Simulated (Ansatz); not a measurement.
# HOS: the cost of one run

Program: Ansatz 0.2.0, Gaussian basis. Level of theory: PBE0-D4/def2-SVP. These are calculated values, not measurements.

### Step 1. Where the work starts

SMILES `O=[SH+]`, 3 atoms, charge 1, spin multiplicity 1.

Atoms are counted from 1 here; the program's logs count them from 0.

Bond lengths: O1–S2 1.403 Å, S2–H3 1.446 Å. Angles: O1–S2–H3 103.6°.

As a file:

```
O     1.00717   -0.08015    0.54571
S    -0.12584   -0.55933   -0.12868
H    -0.88133    0.63948   -0.41703
```

### Step 2. Dynamics

md/in.yaml

```yaml
crystal:
  periodic: [false, false, false]
  atoms:
    - {symbol: O, position_ang: [1.007170, -0.080150, 0.545710]}
    - {symbol: S, position_ang: [-0.125840, -0.559330, -0.128680]}
    - {symbol: H, position_ang: [-0.881330, 0.639480, -0.417030]}
basis:
  gaussian: {orbitals: def2-SVP}
total_charge: 1
hamiltonian: {xc: pbe0, dispersion: d4}
md: {n_steps: 30, timestep: 1.0, temperature: 200, ensemble: nvt_nose_hoover, seed: 984, initial_velocities: maxwell_boltzmann}
```

On the command line:

```bash
$ ansatz run in.yaml --threads 2 --pin off --events-out ev --progress --plain --max-ram 3481MiB
```

Q: Estimate wall time and peak memory on 2 threads of Intel Xeon at 2.50GHz, shared host.

About 22 s, with a peak of 0.09 GiB.
